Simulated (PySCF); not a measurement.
**NaN: from constants to spectrum**

ROHF-CCSD(T) constants of NaN, ³Σ⁻ (triplet), unpaired electrons π ↑↑ (Na pcseg-2, N pcseg-2; no relativity (PySCF 2.14); masses 22.9898 and 14.0031 u):

```
ωe           : 387.8 cm⁻¹
ωexe         : 4.11 cm⁻¹
Be           : 0.37606 cm⁻¹
αe           : 0.00478 cm⁻¹
De to Na + N : 0.77 eV
```

What force constant and bond length do these constants imply?

Reduced mass μred = 8.7024 u; k = 5.8918×10⁻⁷·μred·ωe² (u, cm⁻¹, mdyn/Å) = 0.771 mdyn/Å; Re = √(16.8576/(μred·Be)) (u, cm⁻¹, Å) = 2.270 Å.

Estimate the centrifugal constant D from the Kratzer relation and find the Dunham coefficient a1.

D = 4Be³/ωe² = 1.41e-06 cm⁻¹; a1 = −1 − αeωe/(6Be²) = -3.18.

Correlated steps freeze 2 core orbitals. The CCSD T1 diagnostic is raised, a sign that a single reference may not be enough here. The state was picked by a PBE0 search and need not be the measured ground state.
